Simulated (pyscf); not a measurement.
## Atom transfer: HI + Cl• → Cl–I + H•

Gas phase, doublet surface, charge 0. Bonds broken: I1–H2. Bonds formed: I1–Cl3. Single points on ωB97X-D3(BJ)/def2-SVP structures (PySCF, gas phase).

Transition state (Å):

```xyz
3

I      0.5654    -0.2446     0.7945
H     -1.2837     0.4830     1.8166
Cl    -1.2099    -1.3992    -0.2687
```

One imaginary mode, 1018i cm⁻¹; descent along it reached the two sides named, in the forms told below.

| bond | change | reactant side (Å) | saddle | product side |
|---|---|---|---|---|
| I1–H2 | breaks | 1.612 | 2.235 | 4.1 |
| I1–Cl3 | forms | 2.9 | 2.370 | 2.343 |

Electronic energies relative to the separated reactants (kcal/mol):

```
level                   barrier  reaction energy  reverse barrier
----------------------  -------  ---------------  ---------------
ωB97X-D3(BJ)/def2-TZVP     25.8            +21.9              3.9
PBE/def2-TZVP              16.8            +18.3             -1.4
r²SCAN/def2-TZVP           20.4            +23.2             -2.7
B3LYP-D3(BJ)/def2-TZVP     24.1            +24.9             -0.8
PBE0-D3(BJ)/def2-TZVP      22.8            +21.7              1.0
M06-2X/def2-TZVP           27.2            +23.0              4.2
ωB97M-D3(BJ)/def2-TZVP     29.0            +24.8              4.2
HF/def2-TZVP               45.7            +33.7             11.9
```

With ωB97M-D3(BJ)/def2-TZVP energies and thermal terms (ideal gas, 1 atm, RRHO with modes under 100 cm⁻¹ raised to 100, one conformer, R ln 2 for chiral ones without a mode under 150 cm⁻¹), in kcal/mol:

| T (K) | ΔH‡ | ΔG‡ | ΔH | ΔG |
|---|---|---|---|---|
| 298 | 26.0 | 31.9 | +22.1 | +22.4 |
| 600 | 25.8 | 38.0 | +22.6 | +22.5 |
| 900 | 25.6 | 44.1 | +23.0 | +22.3 |
| 1200 | 25.3 | 50.3 | +23.4 | +22.0 |

On the reactant side the descent ends in what is likely a three-electron adduct, which functionals tend to overbind, 10.7 kcal/mol under the separated species and 36.4 kcal/mol under the saddle at ωB97X-D3(BJ)/def2-TZVP. At PBE, r²SCAN, B3LYP-D3(BJ) this geometry lies under the product side: in single points on another level's saddle the reverse barrier vanishes, and the forward threshold there is about the reaction energy. The same reactants have a lower exit, to I• + HCl (barrier -2.6 kcal/mol at ωB97M-D3(BJ)/def2-TZVP, against +29.0 kcal/mol here). The angle at the transferred I is 75°: a side-on saddle, likely not the lowest. Left out: orbital degeneracy and the spin-orbit lowering of Cl. Elements past Kr carry the def2 core potentials, without spin-orbit coupling.
